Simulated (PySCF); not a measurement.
## Atomic charges by several schemes

Compound: C3H3F3.
Geometry (GFN2-xTB, Å), atoms numbered from 1 in this order:
```xyz
9
C3H3F3 angstrom
C     -1.363   -0.132   -0.307
C     -0.278    0.478    0.126
F     -0.307    1.737    0.603
C      1.108   -0.120    0.150
F      1.446   -0.594   -1.073
F      1.159   -1.186    0.987
H     -1.301   -1.137   -0.682
H     -2.321    0.354   -0.297
H      1.871    0.606    0.468
```

Density: PBE0/pcSseg-1 (PySCF); schemes: Mulliken, IAO, Hirshfeld and ESP-fitted. One conformer (not necessarily the lowest) at the GFN2-xTB geometry, without solvent, vibrations or thermal averaging.

Task: At which atom do the 4 schemes differ most?

Result: At C1: from -0.591 (ESP-fitted) to -0.109 e (Hirshfeld), 0.482 e apart.

Task: Do the Mulliken, IAO, Hirshfeld and ESP-fitted schemes agree on where the charge is highest?

Result: All schemes agree: Mulliken C4 (+0.518); IAO C4 (+0.425); Hirshfeld C4 (+0.146); ESP-fitted C4 (+0.323).

Task: Which atoms carry the lowest charge in the Mulliken, IAO, Hirshfeld and ESP-fitted schemes?

Result: The schemes don't all agree: Mulliken F6 (-0.295); IAO C1 (-0.344); Hirshfeld C1 (-0.109); ESP-fitted C1 (-0.591).

Task: Tabulate the Mulliken, IAO, Hirshfeld and ESP-fitted charges.

Result: In e:

```json
{"atom": "C1", "environment": "terminal =CH2 carbon", "Mulliken": "-0.171", "IAO": "-0.344", "Hirshfeld": "-0.109", "ESP-fitted": "-0.591"}
{"atom": "C2", "environment": "vinylic C–F carbon", "Mulliken": "+0.099", "IAO": "+0.256", "Hirshfeld": "+0.070", "ESP-fitted": "+0.263"}
{"atom": "F3", "environment": "vinyl fluorine", "Mulliken": "-0.270", "IAO": "-0.265", "Hirshfeld": "-0.080", "ESP-fitted": "-0.180"}
{"atom": "C4", "environment": "CHF2 carbon", "Mulliken": "+0.518", "IAO": "+0.425", "Hirshfeld": "+0.146", "ESP-fitted": "+0.323"}
{"atom": "F5", "environment": "fluorine of a CF2 group", "Mulliken": "-0.294", "IAO": "-0.296", "Hirshfeld": "-0.103", "ESP-fitted": "-0.212"}
{"atom": "F6", "environment": "fluorine of a CF2 group", "Mulliken": "-0.295", "IAO": "-0.296", "Hirshfeld": "-0.107", "ESP-fitted": "-0.209"}
{"atom": "H7", "environment": "vinylic hydrogen", "Mulliken": "+0.151", "IAO": "+0.181", "Hirshfeld": "+0.063", "ESP-fitted": "+0.252"}
{"atom": "H8", "environment": "vinylic hydrogen", "Mulliken": "+0.145", "IAO": "+0.179", "Hirshfeld": "+0.064", "ESP-fitted": "+0.256"}
{"atom": "H9", "environment": "methine hydrogen", "Mulliken": "+0.117", "IAO": "+0.159", "Hirshfeld": "+0.056", "ESP-fitted": "+0.098"}
```

Mean size of the charges over all atoms: IAO 0.267 e, ESP-fitted 0.265 e, Mulliken 0.229 e, Hirshfeld 0.089 e. Each set sums to the total charge, 0, to within 0.001 e. The Hirshfeld scheme weights the molecular density at each point by an atom's share of the summed free-atom densities. The Mulliken scheme gives each basis function's population to the atom it is centred on and halves the overlap population of two atoms between them.

Task: How many electrons does the ESP-fitted scheme count on F3?

Result: Z − q = 9 − (-0.180) = 9.180.

Task: How closely do the schemes follow one another over all atoms?

Result: Correlation coefficient and root-mean-square difference: IAO with Hirshfeld 1.00, 0.187 e; Mulliken with Hirshfeld 0.96, 0.173 e; Mulliken with IAO 0.95, 0.086 e; IAO with ESP-fitted 0.93, 0.110 e; Hirshfeld with ESP-fitted 0.92, 0.213 e; Mulliken with ESP-fitted 0.80, 0.179 e.

The run behind these numbers computed NMR shieldings as well. On one thread of an Arm Neoverse N1, no GPU, on a shared host, this took 14 s wall and 0.52 GiB of memory at its peak.
